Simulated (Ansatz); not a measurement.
Isolated molecules relaxed with PBE0-D4/def2-TZVP in Ansatz; ΔE leaves out vibrations. CCSD(T)/CBS adds triple-zeta CCSD(T) − MP2 to the extrapolated MP2 energy (def2 sets, frozen cores). This one scheme is used for every species. Functionals use def2-TZVPP. B3LYP here is the variant with VWN-RPA as its local correlation; programs differ in this. One conformer a species, not always the lowest.

`CC(O)(F)C=O` + H₂S → `CC(O)(F)S` + `C=O`  (substitution at a C–C bond)

`CC(O)(F)C=O`:

Z-matrix (Å, degrees):
```
C
C 1 1.503
H 1 1.091 2 108.6
H 1 1.091 2 110.1 3 119.1
H 1 1.091 2 110.6 3 -119.7
O 2 1.356 1 111.4 3 -57.0
F 2 1.404 1 107.9 3 64.3
C 2 1.531 1 113.9 3 177.1
H 6 0.970 2 107.4 1 -147.1
O 8 1.198 2 121.3 1 131.4
H 8 1.106 2 116.1 1 -51.0
```

H₂S:

Cartesian coordinates in Å:
```
S 0.435 -0.047 -0.439
H -0.829 0.403 -0.427
H 0.394 -0.356 0.866
```

`CC(O)(F)S`:

Cartesian coordinates in Å:
```
C -1.085 -0.338 0.250
C 0.349 -0.104 -0.133
O 0.563 -0.588 -1.393
F 1.158 -0.776 0.766
S 0.851 1.665 -0.102
H -1.291 -1.409 0.199
H -1.263 0.018 1.264
H -1.743 0.192 -0.437
H 1.474 -0.397 -1.644
H 0.987 1.738 1.230
```

`C=O`:

Z-matrix (Å, degrees):
```
C
O 1 1.195
H 1 1.109 2 122.0
H 1 1.109 2 122.0 3 -180.0
```

Q: Is it downhill or uphill in electronic energy at CCSD(T)/CBS, and by how much? (An estimate is asked.)

A: The calculation gave: Uphill: ΔE = +10.1 kcal/mol.

Q: What do these levels give: B3LYP-D4, PBE0, B3LYP, HF/def2-TZVPP, MP2/def2-QZVPP, SCS-MP2/def2-QZVPP? (Estimate.)

A: Computed: B3LYP-D4 10.0, PBE0 10.6, B3LYP 10.4, HF/def2-TZVPP 11.2, MP2/def2-QZVPP 9.7, SCS-MP2/def2-QZVPP 9.5 kcal/mol.

Largest T1 diagnostic among the species: 0.015.
